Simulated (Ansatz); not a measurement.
`C1CCC1`: measurement beside calculation (Ansatz, PBE0-D4/def2-TZVP geometry).

Z-matrix (Å, degrees):
```
C
C 1 1.541
C 1 1.541 2 88.3
H 1 1.093 2 111.3 3 112.2
H 1 1.091 2 118.1 3 -121.3
C 2 1.541 1 88.3 3 -19.5
H 2 1.091 1 118.1 3 -140.8
H 2 1.093 1 111.3 3 92.7
H 3 1.091 1 118.1 2 140.8
H 3 1.093 1 111.3 2 -92.7
H 6 1.091 2 118.1 1 140.8
H 6 1.093 2 111.3 1 -92.7
```

Enthalpy of formation at 298 K: 6.8 kcal/mol (zero for an element's reference state; older measured values of the G2 set, as listed by Staroverov and co-workers, J. Chem. Phys. 119, 12129, 2003). With their computed zero-point and thermal terms and the atoms' enthalpies of Curtiss and co-workers (1997) it gives an electronic atomization energy of 1148.6 kcal/mol.

```
             level  atomization (kcal/mol)   error  error per bond
       LDA (SPW92)                  1304.3   155.7            13.0
            PBE-D4                  1172.7    24.0             2.0
         revPBE-D4                  1148.8     0.2             0.0
           BLYP-D4                  1141.9    -6.7            -0.6
         r2SCAN-D4                  1151.6     3.0             0.2
            B97M-V                  1151.8     3.2             0.3
           PBE0-D4                  1160.6    11.9             1.0
          B3LYP-D4                  1149.4     0.8             0.1
        r2SCANh-D4                  1148.0    -0.6            -0.1
        r2SCAN0-D4                  1143.0    -5.6            -0.5
          HSE06-D4                  1161.3    12.6             1.1
          BHLYP-D4                  1124.7   -24.0            -2.0
      CAM-B3LYP-D4                  1154.5     5.8             0.5
           ωB97X-V                  1152.0     3.3             0.3
           ωB97M-V                  1153.1     4.5             0.4
            B2PLYP                  1139.1    -9.5            -0.8
          PBE-QIDH                  1152.0     3.3             0.3
               PBE                  1168.1    19.5             1.6
            revPBE                  1131.9   -16.8            -1.4
              BLYP                  1131.5   -17.1            -1.4
            r2SCAN                  1150.5     1.9             0.2
              PBE0                  1156.8     8.2             0.7
             B3LYP                  1142.2    -6.5            -0.5
           r2SCANh                  1146.9    -1.8            -0.1
           r2SCAN0                  1141.7    -6.9            -0.6
             HSE06                  1157.8     9.2             0.8
             BHLYP                  1119.9   -28.8            -2.4
         CAM-B3LYP                  1150.8     2.2             0.2
           LC-ωPBE                  1153.3     4.7             0.4
     HF/def2-TZVPP                   869.6  -279.0           -23.3
    MP2/def2-TZVPP                  1137.0   -11.6            -1.0
SCS-MP2/def2-TZVPP                  1134.0   -14.6            -1.2
   CCSD/def2-TZVPP                  1112.1   -36.6            -3.0
CCSD(T)/def2-TZVPP                  1125.5   -23.2            -1.9
     HF/def2-QZVPP                   870.4  -278.3           -23.2
    MP2/def2-QZVPP                  1150.5     1.8             0.2
SCS-MP2/def2-QZVPP                  1149.3     0.6             0.1
      HF/CBS(def2)                   870.5  -278.1           -23.2
     MP2/CBS(def2)                  1160.0    11.4             0.9
    CCSD/CBS(def2)                  1135.0   -13.6            -1.1
 CCSD(T)/CBS(def2)                  1148.4    -0.2             0.0
```

Functionals use def2-TZVPP; B3LYP here is the variant with VWN-RPA as its local correlation; programs differ in this. The calculations leave out spin–orbit coupling, scalar relativity and, for the correlated methods, core correlation; together these are worth up to about 1 kcal/mol a heavy atom. HSE06 is defined as in plane-wave codes. CBS adds triple-zeta CCSD(T) − MP2 to the MP2 limit. T1 = 0.009.
